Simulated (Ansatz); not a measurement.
# N2H3 (hydrazinyl radical): RPA@PBE0/def2-TZVP

Aim: the energy change on altering one bond length of N2H3 (hydrazinyl radical) at RPA@PBE0/def2-TZVP, from 2 runs. 

The results are computed with Ansatz 0.2.0.

28 further runs of the same task are left out: 28 set aside as unsound or not needed.

## (1) Starting point

N2H3 has 5 atoms, charge 0, and is taken as a doublet. SMILES: `[NH]N`. The coordinates come from a PBE0-D4/def2-TZVP relaxation. This is one conformer, not always the lowest.

Bond lengths: N1–N2 1.338 Å, N1–H3 1.021 Å, N2–H4 1.008 Å, N2–H5 1.012 Å. Angles: N1–N2–H4 113.9°, N1–N2–H5 120.9°, N2–N1–H3 106.1°, H4–N2–H5 114.6°.

## (2) A single-point energy at RPA@PBE0/def2-TZVP

in.yaml reads:

```yaml
basis:
  gaussian:
    orbitals: def2-TZVP
crystal:
  periodic: [false, false, false]
  atoms:
    - {symbol: "N", position_ang: [-0.187600, -0.818050, 0.454040]}
    - {symbol: "N", position_ang: [-0.128660, 0.235610, -0.368450]}
    - {symbol: H, position_ang: [0.759840, -0.951450, 0.811270]}
    - {symbol: H, position_ang: [-1.030950, 0.592300, -0.640030]}
    - {symbol: H, position_ang: [0.587360, 0.941580, -0.256830]}
hamiltonian:
  xc: {name: PBE0}
correlation:
  method: rpa
  frozen_orbitals: {H: 0, "N": 1}
magnetization:
  spin_polarized: true
  initial_magnetization: 1
accuracy: high
```

On the command line:

```bash
$ ansatz run in.yaml --threads 1 --pin off --max-ram 3480MiB --events-out events.jsonl --progress --plain --runs-dir runs
```

The log of the run:

```text
Warning: RAYON_NUM_THREADS=1 ignored (pool sized by the plan → 1); use --threads N
Functional definition: PBE0
  name "PBE0"
  parameter a = 0.25
  parameter kappa = 0.804
  parameter beta = 0.06672455060314922
  exchange = (1 - a)*pbe_x(kappa = kappa, mu = beta*pi^2/3) + a*exact_x
  correlation = pbe_c(beta = beta)
1425 factors; integrals over basis functions are off by at most 3.0e-9 eV
mean field evaluation 1: about -3020.5818 eV, gradient 3.1e1 eV
mean field evaluation 2: about -3020.6030 eV, gradient 3.1e1 eV
mean field evaluation 4: about -3024.5227 eV, gradient 2.1e0 eV
mean field evaluation 8: about -3024.5444 eV, gradient 1.5e-1 eV
mean field evaluation 16: about -3024.5446 eV, gradient 4.5e-5 eV
mean field -3024.54459750 eV, -111.1499638483 hartree, gradient 4.1e-8 eV, S^2 0.754686; 0 other end points of the search recorded, 0 dependent functions left out
2 core orbitals not correlated: weight in the atoms' cores, before any rotation towards them, 1.000 or more for the frozen orbitals, at most 0.000 for the correlated occupied ones
reference -3009.89049528 eV, -110.6114355246 hartree; 7, 6 occupied and 71, 72 virtual orbitals, 1425 factors
Total energy: -3025.80967920 eV, -111.1964547431 hartree
```

Run time: 6.9 s. Hardware: 1 thread of Arm Neoverse V1, shared host; peak memory 0.23 GiB.

## (3) The distorted shape, same level

in.yaml reads:

```yaml
basis:
  gaussian:
    orbitals: def2-TZVP
crystal:
  periodic: [false, false, false]
  atoms:
    - {symbol: "N", position_ang: [-0.205284, -1.134179, 0.700811]}
    - {symbol: "N", position_ang: [-0.128660, 0.235610, -0.368450]}
    - {symbol: H, position_ang: [0.742156, -1.267579, 1.058041]}
    - {symbol: H, position_ang: [-1.030950, 0.592300, -0.640030]}
    - {symbol: H, position_ang: [0.587360, 0.941580, -0.256830]}
accuracy: high
hamiltonian:
  xc: {name: PBE0}
correlation:
  method: rpa
  frozen_orbitals: {H: 0, "N": 1}
magnetization:
  spin_polarized: true
  initial_magnetization: 1
```

On the command line:

```bash
$ ansatz run in.yaml --threads 1 --pin off --max-ram 3480MiB --events-out events.jsonl --progress --plain --runs-dir runs
```

The log of the run, shortened:

```text
Warning: RAYON_NUM_THREADS=1 ignored (pool sized by the plan → 1); use --threads N
[... 2 set-up lines as earlier in the session ...]
[...]
1406 factors; integrals over basis functions are off by at most 2.9e-9 eV
[...]
mean field -3022.69293757 eV, -111.0819166008 hartree, gradient 8.8e-8 eV, S^2 0.756216; 0 other end points of the search recorded, 0 dependent functions left out
2 core orbitals not correlated: weight in the atoms' cores, before any rotation towards them, 1.000 or more for the frozen orbitals, at most 0.000 for the correlated occupied ones
reference -3007.81706101 eV, -110.5352382207 hartree; 7, 6 occupied and 71, 72 virtual orbitals, 1406 factors
Total energy: -3024.19020706 eV, -111.1369402396 hartree
```

Wall time 7.5 s (1 thread of Arm Neoverse V1, shared host); peak memory 0.23 GiB.

## (4) Outcome

At RPA@PBE0/def2-TZVP, 2 core orbitals frozen:

| quantity | value |
| --- | --- |
| first shape: total energy | -111.19645 Eh |
| first shape: RPA correlation energy (valence) | -585.0 mEh |
| first shape: ⟨S²⟩ of the reference determinant | 0.755 |
| distorted shape: total energy | -111.13694 Eh |
| distorted shape: RPA correlation energy (valence) | -601.7 mEh |
| distorted shape: ⟨S²⟩ of the reference determinant | 0.756 |
| energy change with the N1–N2 bond stretched from 1.338 to 1.739 Å | 1.619 eV |

In words: With the N1–N2 bond stretched from 1.338 to 1.739 Å the energy rises by 1.62 eV (156 kJ/mol). The first shape isn't relaxed at this level, so the change isn't measured from a minimum.
